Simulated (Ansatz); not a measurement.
C₃H₆FN (`CC/N=C\F`), 11 atoms. The species carries charge 0 and has multiplicity 1. All runs use 4 threads of an AMD EPYC 9R45 on a shared host. Correlated methods freeze the cores.

Question: Give the basis size and wall time and peak host memory of each of these runs in Ansatz. RKS ωB97M-V/def2-SVP energy; RKS B3LYP-D4/def2-TZVPP energy and forces; RKS ωB97M-V/def2-QZVPP energy; RKS PBE0-D4/def2-TZVP relaxation (7 steps); RHF-MP2/def2-QZVPP energy; RKS SPW92 (LDA)/def2-TZVPP energy; RHF-CCSD(T)/def2-SVP energy; RKS PBE0-D4/def2-TZVP frequencies; RHF-CCSD(T)/def2-TZVPP energy; RKS PBE0-D4/def2-QZVPP energy; direct RPA on PBE orbitals/def2-TZVPP energy; RKS PBE0-D4/def2-SVP energy. (An estimate is asked.)

Answer: The calculation gave: Other jobs shared the machine, so times are rough.

```
                                level                   job  functions  wall time  peak host memory (GiB)
                 RKS PBE0-D4/def2-SVP                energy        100     0.35 s                     0.5
           RKS SPW92 (LDA)/def2-TZVPP                energy        239      0.5 s                    0.27
                 RKS ωB97M-V/def2-SVP                energy        100      1.1 s                     0.5
              RKS B3LYP-D4/def2-TZVPP     energy and forces        239      1.4 s                    0.59
direct RPA on PBE orbitals/def2-TZVPP                energy        239      1.6 s                    0.57
                 RHF-CCSD(T)/def2-SVP                energy        100      1.8 s                     0.5
               RKS PBE0-D4/def2-QZVPP                energy        465      2.2 s                     1.4
               RKS ωB97M-V/def2-QZVPP                energy        465      4.7 s                     1.7
                   RHF-MP2/def2-QZVPP                energy        465        7 s                     2.8
                RKS PBE0-D4/def2-TZVP  relaxation (7 steps)        191        8 s                    0.45
               RHF-CCSD(T)/def2-TZVPP                energy        239       36 s                       5
                RKS PBE0-D4/def2-TZVP           frequencies        191       45 s                     0.5
```

B3LYP here is the variant with VWN-RPA as its local correlation; programs differ in this.
